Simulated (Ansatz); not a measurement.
Mg₂H was relaxed with PBE0-D4 (def2-TZVP) in Ansatz in these states: charge +1 singlet, neutral doublet, neutral quartet. The geometries follow in no particular order.

A:

Cartesian coordinates in Å:
```
Mg 1.403 -1.315 -1.826
Mg -0.247 0.233 0.317
H -1.156 1.082 1.509
```

B:

Cartesian coordinates in Å:
```
Mg 1.957 1.558 0.378
Mg -0.330 -0.264 -0.062
H -1.627 -1.293 -0.316
```

C:

```xyz
3

Mg    1.968    1.077    1.337
Mg   -0.334   -0.181   -0.220
H    -1.635   -0.897   -1.117
```

Problem. Judge from the bond lengths which geometry belongs to which state (an estimate).

Solution. A is the neutral quartet (Mg1–Mg2 3.117 Å, Mg2–H3 1.722 Å); B is the charge +1 singlet (Mg1–Mg2 2.957 Å, Mg2–H3 1.675 Å); C is the neutral doublet (Mg1–Mg2 3.050 Å, Mg2–H3 1.735 Å).

At PBE0-D4/def2-TZVP a doublet lies 2.53 eV below the neutral quartet. These are the stationary points nearest to one start from a short search; other shapes may lie lower in each state.
